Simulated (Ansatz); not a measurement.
Gas-phase electronic energies from Ansatz, PBE0-D4/def2-TZVP geometries. CBS: MP2 limit from def2 TZ/QZ plus the TZ coupled-cluster correction, frozen cores. This one scheme is used for every species. One conformer a species, not always the lowest.

Reaction (hydrogenolysis of a C–F bond): `N=CC(F)F` + H₂ → `N=CCF` + H–F

```tsv
species	CCSD(T)/CBS(def2) energy (Eh)
`N=CC(F)F`	-332.16254
H₂	-1.17544
`N=CCF`	-232.97070
H–F	-100.39570
```

Work out ΔE.

ΔE = (-232.97070) + (-100.39570) − (-332.16254) − (-1.17544) = -0.02842 Eh = -74.6 kJ/mol.

Largest T1 diagnostic among the species: 0.012.

From BLYP to BHLYP (50 % exact exchange), in def2-TZVPP and without D4, ΔE moves by −8.1 kJ/mol. Leaving LDA and LC-ωPBE aside and taking each functional with its dispersion term where it has one, the values, not all of them listed here, spread over 14.1 kJ/mol, from PBE-QIDH to BLYP-D4. LDA lies +3.3 kJ/mol from PBE without D4.
